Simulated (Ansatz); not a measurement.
Working through a ranking of conformers of C4H6F2, SMILES CC(F)=C(C)F

Program: the Python package of Ansatz (0.2.0).

Notebook, run cell by cell (the value of a cell's last expression is shown):

In [1]:
```python
from dataclasses import dataclass

import ansatz
from rdkit import Chem
from rdkit.Chem import AllChem


@dataclass(frozen=True)
class Settings:
    basis: str = '6-31G*'
    functional: str = 'pbe0'
    vdw: str = 'd4'
```

In [2]:
```python
cfg = Settings()
```

In [3]:
```python
rd = Chem.AddHs(Chem.MolFromSmiles('CC(F)=C(C)F'))
ids = list(AllChem.EmbedMultipleConfs(rd, numConfs=20, randomSeed=974, pruneRmsThresh=0.4))
field = [energy for _, energy in AllChem.MMFFOptimizeMoleculeConfs(rd)]
distinct = {round(e, 2): i for i, e in zip(ids, field)}
chosen = sorted(distinct.items())[:4]
found = []
for force_field, index in chosen:
    mol = ansatz.Crystal.molecule()
    for atom, xyz in zip(rd.GetAtoms(), rd.GetConformer(index).GetPositions()):
        mol = mol.atom(atom.GetSymbol(), xyz.round(5).tolist())
    calculation = mol.calculation()
    calculation = calculation.basis(gaussian=cfg.basis)
    calculation = calculation.functional(cfg.functional, dispersion=cfg.vdw)
    found.append(calculation.run(threads=1).report['free_energy_ev'])
print('conformer   MMFF (kcal/mol)   this level (kcal/mol)')
for (force_field, index), e in zip(chosen, found):
    print(f'{index:9d} {force_field - chosen[0][0]:17.2f} {23.060548 * (e - min(found)):17.3f}')
```
```text
conformer   MMFF (kcal/mol)   this level (kcal/mol)
        0              0.00             0.000
        1              2.81             2.498
```

What to keep in mind:
- The settings weren't tested for convergence.
- The conformers keep their force-field geometries.
- Timing: 5.8 s on 1 thread of Arm Neoverse V2, with other jobs on the host, peak memory 0.31 GiB.

(Lines on the test bed's own set-up are left out of the output.)
